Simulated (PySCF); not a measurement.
SiH + Cl₂ → SiCl + HCl

Level: B3LYP in the def2-TZVP basis family, all electrons, no relativity, computed in PySCF with density fitting; open shells unrestricted.

```csv
species,state and structure,E (Eh),ZPE (kJ/mol),H(298 K) − H(0) (kJ/mol),S° (J/(mol K))
SiH,"doublet, C∞v, Si–H 1.530 Å",-290.01344,12.0,8.7,192.6
Cl₂,"singlet, D∞h, Cl–Cl 2.014 Å",-920.42200,3.2,9.2,223.0
SiCl,"doublet, C∞v, Si–Cl 2.084 Å",-749.71912,3.1,9.2,233.1
HCl,"singlet, C∞v, H–Cl 1.282 Å",-460.83511,17.6,8.7,186.7
```

(1) What is the electronic reaction energy?

(2) Add zero-point, thermal and entropy terms for 298.15 K and 1 bar.

Answers

(1) At B3LYP/def2-TZVP, ΔE = -311.9 kJ/mol from the differences of the total energies times 2625.5, downhill. 

(2) ΔZPE = 5.5 and Δ[H(298) − H(0)] = 0.0 kJ/mol give ΔH° = -306.4 kJ/mol. ΔS° = 4.2 J/(mol K), so ΔG° = -306.4 − 298.15 × (0.0042) = -308 kJ/mol.

The entropy of SiH, SiCl lacks the orbital degeneracy of a ²Π state, up to R ln 2. The structures come from searches over a few start shapes, so lower isomers are not excluded.
